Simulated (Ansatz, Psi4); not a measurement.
# Predicting a hybrid from its neighbours: SClO2F (sulfuryl chloride fluoride)

The species is SClO2F (5 atoms), meant as a singlet with charge 0. As SMILES, `O=S(=O)(F)Cl`. Geometry: relaxed at PBE0-D4/def2-TZVP.

The HOMO–LUMO gap y, in eV, basis def2-SVP; a is the functional's share of exact exchange. Programs: Ansatz 0.2.0, Psi4 1.11.

```
functional  program     a  y (eV)
      TPSS     Psi4     0    5.71
    revPBE     Psi4     0    5.51
     TPSSh     Psi4   0.1    6.75
     B3LYP     Psi4   0.2    7.53
   r2SCAN0   Ansatz  0.25       ?
      PBE0     Psi4  0.25    8.13
     BHLYP     Psi4   0.5   10.78
```

Task: Fit y = c + s·a to the known rows and predict r2SCAN0.

Result: 
1. Means of the 6 rows: a = 0.1750, y = 7.402.
2. Σ(Δa)² = 0.17875, Σ(Δa·Δy) = 1.8317, so the slope is 1.8317/0.17875 = 10.247.
3. Intercept: 7.402 − (10.247) × 0.1750 = 5.609. The largest residual of the fit is 0.13.
4. r2SCAN0: 5.609 + (10.247) × 0.25 = 8.17 eV.

The run gave 8.49 eV, so the prediction is off by -0.32 eV, more than the largest residual. Exact exchange lowers occupied levels and raises empty ones. The rows mix families of semi-local functionals, which the line can't see.
